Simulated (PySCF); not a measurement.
H2O4S: core ionisation energies

Sulfuric acid, H2O4S.
Geometry (PBE0-D3(BJ)/def2-SVP, Å), atoms numbered from 1 in this order:
```xyz
7
H2O4S angstrom
O     -0.5210   -0.3409   -1.5917
S     -0.2657   -0.3417   -0.1775
O     -0.8178   -1.2851    0.7553
O     -0.6216    1.1410    0.3316
O      1.3249   -0.3867    0.0500
H     -0.7604    1.1074    1.2913
H      1.7535    0.0041   -0.7276
```

Theory: delta-SCF UKS SCAN, pcX-2 on the ionised atom, pcseg-1 elsewhere, spin-free X2C in PySCF 2.14.0. Each binding energy is the total energy of the core-ionised species, with the hole localised on one atom, minus that of the ground state; both are solved self-consistently, so orbital relaxation is included.

Problem. List the computed XPS lines with their assignment.

Solution. 
```
atom(s)                  bonded to  level  binding energy (eV)  above the level's lowest (eV)  count
  O1/O3            S (double bond)   O 1s               539.14                           0.00      2
  O4/O5                    S and H   O 1s               540.82                          +1.68      2
     S2  2 O (double bond) and 2 O   S 1s              2485.44                           0.00      1
```

Lowest listed O 1s: O1/O3, bonded to S (double bond). Highest, 1.68 eV above it: O4/O5, bonded to S and H.

Problem. Which effective nuclear charge Zeff reproduces each element's mean 1s value in the hydrogen-like formula E = 13.606 eV × Zeff²?

Solution. O (Z = 8): mean 540.0 eV, Zeff = 6.30, Z − Zeff = 1.70; S (Z = 16): mean 2485.4 eV, Zeff = 13.52, Z − Zeff = 2.48. Means run over the listed sites, weighted by atom count.

Atoms equivalent by their bonding share one computed value, that of the first of them. Not every level is listed. One conformer (not necessarily the lowest) at the PBE0-D3(BJ)/def2-SVP geometry, without solvent, vibrations or thermal averaging.
